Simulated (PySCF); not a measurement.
Telling isomers of C$_{3}$H$_{3}$F apart by NMR

PySCF calculation with NMR shieldings at PBE0/pcSseg-1/GIAO, B3LYP/pcJ-1 coupling constants and PBE0-D3(BJ)/def2-SVP geometry; no solvent, a single conformation, one averaged value for each set of equivalent atoms, non-relativistic Hamiltonian.

Shifts are taken against calculated references (same method and geometry level): TMS for ¹H, ¹³C. Multiplet labels drop J under 1 Hz and among equivalent protons, and merge close values. Unscaled 3J(H,H) run several per cent high. One-bond C–F couplings are unscaled and too large by tens of Hz. Shifts are as computed. Against solution values, carbons near 30 ppm lie about +2 ppm off and those near 130 ppm about +5 ppm. Of 1211 compounds with measured shifts, 218 miss one by over three times the rms of a fit or turn the order of signals round; such compounds aren't used in these exercises.

(1) Tabulate the signals of `FC1C=C1`, `FC1=CC1`, `C#CCF` and their relative energies.

(2) What is the quickest way to tell FC1=CC1 from C#CCF?

(3) What is the quickest way to tell FC1C=C1 from FC1=CC1?

(4) What is the quickest way to tell FC1C=C1 from C#CCF?

Results:

(1) 
| SMILES | carbon types | δC | δH | E rel. (kcal/mol) |
| --- | --- | --- | --- | --- |
| FC1C=C1 | 3×CH | 131.6, 63.0 | 7.87 (dd, 2H), 4.83 (dt, 1H) | 4.5 |
| FC1=CC1 | 1×C 1×CH 1×CH2 | 152.2, 72.6, 21.1 | 5.13 (dt, 1H), 2.06 (dd, 2H) | 14.8 |
| C#CCF | 1×C 1×CH 1×CH2 | 84.7, 81.6, 70.8 | 4.99 (dd, 2H), 2.58 (dt, 1H) | 0.0 |

Energies are electronic energies at PBE0/pcSseg-1 on these geometries, without zero-point or thermal terms, each for the one conformer computed, which needn't be the lowest.

(2) Both give the same number of carbon signals, with the same numbers of each carbon type, so the positions decide. The first has a fully substituted alkene carbon (C) at 152.2 ppm, the second an alkyne carbon (C) at 81.6 ppm. Their most deshielded carbons lie at 152.2 and 84.7 ppm.

(3) Count the carbon signals: 2 against 3. The first has an alkene CH at 131.6 ppm, the second a fully substituted alkene carbon (C) at 152.2 ppm. In the proton spectra the most deshielded non-exchanging signals are 7.87 (dd, J = 1.9, 1.8 Hz, 2H) and 5.13 (dt, J = 6.8, 3.1 Hz, 1H).

(4) Count the carbon signals: 2 against 3. The first has an alkene CH at 131.6 ppm, the second an alkyne carbon (C) at 81.6 ppm. Their most deshielded carbons lie at 131.6 and 84.7 ppm. In the proton spectra the most deshielded non-exchanging signals are 7.87 (dd, J = 1.9, 1.8 Hz, 2H) and 4.99 (dd, J = 54.6, 3.7 Hz, 2H).
